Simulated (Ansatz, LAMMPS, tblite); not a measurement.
Voigt–Reuss–Hill shear modulus of wurtzite GaN: levels of theory against measurement

Reference value: 120 GPa (measured, temperature not stated, not corrected to a static lattice, Hill average of measured single-crystal constants; as tabulated in Oses et al. (2018), arXiv:1811.08464).

Q: Put these levels in order of the Voigt–Reuss–Hill shear modulus that they give for wurtzite GaN, smallest first: GFN1-xTB (tblite), Tersoff GaN.tersoff (LAMMPS), r²SCAN (Ansatz, a first-principles code).

A: GFN1-xTB (54.0 GPa), Tersoff GaN.tersoff (94.7 GPa), r²SCAN (114 GPa)

Unless a cell is named, each level is at its own relaxed cell (Tersoff GaN.tersoff 11.38, GFN1-xTB 12.90, r²SCAN 11.37 Å³/atom).

Differences against the reference: Tersoff GaN.tersoff -21 %, GFN1-xTB -55 %, r²SCAN -5.0 %.

The reference isn't brought to a static lattice, while the calculations are for one, so the differences are not the levels' errors alone. A static lattice is as a rule stiffer than a warm one, by over a tenth in soft solids.  GFN1-xTB: the method was fitted mainly to molecules. GFN1-xTB: the run uses a supercell at the zone centre in place of a k mesh. Each level is taken at its own relaxed cell. Ansatz's density-functional and Hartree–Fock values are scalar-relativistic unless marked +SOC, with PAW data made under PBE.

Empirical potentials (Tersoff GaN.tersoff) are fitted to chosen data: where that held the value shown, agreement is built in, and what lay outside the fit can be far off.

Differences are worked out from the printed values.
